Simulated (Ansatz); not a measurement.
This Ansatz (a first-principles code) input (MP2/cc-pwCVQZ) gives -108.76942 Eh with 168 basis functions. A basis named .json is the Basis Set Exchange file of that set (core-valence sets with the plain set on hydrogen).

Ansatz 0.2 input:
```yaml
crystal:
  periodic: [false, false, false]
  atoms:
    - {symbol: N, position_ang: [-0.00000000, -0.00000000, -0.55206952]}
    - {symbol: N, position_ang: [0.00000000, 0.00000000, 0.55206952]}
basis:
  gaussian:
    orbitals: cc-pwCVQZ.json
total_charge: 1
magnetization: {spin_polarized: true, initial_magnetization: 1}
correlation: {method: mp2, electrons: outside_noble_gas}
```

Change:
```diff
- orbitals: cc-pwCVQZ.json
+ orbitals: cc-pCVQZ.json
```

### Question
What does the run give now?

### Answer
-108.76851 Eh (MP2/cc-pCVQZ, 168 functions), a change of +0.91 mEh.
